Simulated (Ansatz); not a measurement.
Cost and result for the atomization energy of C₂H₅NO₂ (`NC1OCO1`) (10 atoms, 10 bonds).

```xyz
10

N    -0.9737   -0.6860    1.1594
C    -0.4453    0.2652    0.2993
O    -0.4861   -0.1168   -1.0690
C     0.8861    0.2221   -1.1447
O     0.9898    0.4173    0.2492
H    -0.4465   -1.5477    1.1760
H    -1.1659   -0.3399    2.0863
H    -0.9315    1.2332    0.4836
H     1.0592    1.1451   -1.7154
H     1.5139   -0.5926   -1.5247
```

The species carries charge 0 and has multiplicity 1. The geometry is a stationary point of PBE0-D4/def2-TZVP. It is one conformer, not always the lowest. Program: Ansatz. All runs use 4 threads of an Arm Neoverse V1 on a shared host. Times are those of one run each, without the atoms' runs, and a repeat can differ threefold. Electronic energies, without spin–orbit coupling; frozen cores. CCSD(T)/CBS adds CCSD(T) − MP2 in def2-TZVPP to the MP2 limit, and its time is that of the two runs behind it. T1 = 0.012. B3LYP takes the VWN-RPA correlation (the form of Gaussian; ORCA's B3LYP/G).

CCSD(T)/CBS is a level of theory with its own doubt, some kJ/mol a heavy atom from the limit and from the frozen cores, so smaller differences don't rank the functionals.

| level | functions | wall time | atomization (kcal/mol) | difference from CCSD(T)/CBS | per bond |
| --- | --- | --- | --- | --- | --- |
| PBE-D4/def2-TZVPP (with forces) | 225 | 1.9 s | 968.9 | 37.2 | 3.7 |
| PBE0-D4/def2-TZVPP | 225 | 1.9 s | 938.3 | 6.6 | 0.7 |
| CAM-B3LYP-D4/def2-TZVPP | 225 | 2.3 s | 938.5 | 6.8 | 0.7 |
| B3LYP-D4/def2-TZVPP (with forces) | 225 | 2.9 s | 931.4 | -0.3 | 0.0 |
| B2PLYP/def2-TZVPP | 225 | 3.6 s | 921.8 | -9.9 | -1.0 |
| CCSD(T)/def2-SVP | 95 | 3.6 s | 875.6 | -56.1 | -5.6 |
| PBE-QIDH/def2-TZVPP | 225 | 3.9 s | 924.4 | -7.3 | -0.7 |
| ωB97X-V/def2-TZVPP | 225 | 5.5 s | 937.5 | 5.8 | 0.6 |
| B97M-V/def2-TZVPP | 225 | 6.5 s | 930.4 | -1.3 | -0.1 |
| ωB97M-V/def2-TZVPP (with forces) | 225 | 7.5 s | 937.6 | 5.9 | 0.6 |
| MP2/def2-QZVPP | 435 | 17 s | 944.4 | 12.7 | 1.3 |
| CCSD(T)/def2-TZVPP | 225 | 94 s | 903.1 | -28.6 | -2.9 |
| CCSD(T)/CBS(def2) | – | 110 s | 931.7 | 0.0 | 0.0 |

From r2SCAN to r2SCAN0 (25 % exact exchange), in def2-TZVPP and without D4, the atomization energy moves by −23.3 kcal/mol: exact exchange takes away binding that semilocal exchange gives to molecules. Leaving LDA and LC-ωPBE aside and taking each functional with its dispersion term where it has one, the values, not all of them listed here, spread over 81.2 kcal/mol, from BHLYP-D4 to PBE-D4. LDA lies +144.0 kcal/mol from PBE without D4, its usual overbinding. The D4 term adds +5.9 kcal/mol with B3LYP and +3.0 kcal/mol with PBE0; it sums over pairs of atoms, weighted by their polarisabilities, and B3LYP, whose exchange is more repulsive, gets the larger term.
